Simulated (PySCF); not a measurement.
Gas-phase reaction: (CH3)2SiCl2 ⇌ vinylsilane + 2 Cl

Energies from PySCF, thermal terms from the rigid-rotor harmonic-oscillator model, ideal gas at 1 bar. † marks an energy on the PBE0/def2-TZVP geometry and frequencies; other levels use their own. MP2 freezes the core. 6-31G* has spherical d functions here. Open shells (unrestricted): Cl (multiplicity 2, electronic degeneracy 6); the rest are closed-shell singlets. Spin-orbit splitting is ignored; it lowers the true energy and changes the entropy of Cl. B3LYP is the form with VWN-RPA correlation. MP2 isn't extrapolated to the basis-set limit; its ΔH°(298 K) is 761.5 kJ in def2-SVP and 829.9 kJ in def2-TZVPP. The harmonic model lacks anharmonicity and excited electronic states, which grow with temperature; levels with a mode under 35 cm⁻¹ are left out. Internal rotation in (CH3)2SiCl2, vinylsilane is treated as a harmonic vibration of one conformer, which makes the entropy rough.

```csv
level,"ΔE electronic, kJ","ΔH°(298 K), kJ","ΔS°(298 K), J/K","ΔG°(1000 K), kJ"
B3LYP/def2-TZVP†,774,750,263,488
HF/6-31G*,622,598,265,333
HF/def2-TZVP†,639,615,263,352
MP2/def2-SVP†,785,762,263,499
PBE/def2-SVP,821,798,262,536
PBE/def2-TZVP†,831,807,263,544
PBE0/def2-QZVP†,834,810,263,547
PBE0/def2-SVP†,821,797,263,534
ωB97X-V/def2-TZVP†,834,810,263,547
```
ΔH° is lowest at HF/6-31G* and highest at PBE0/def2-QZVP†. No reference value is set beside these.
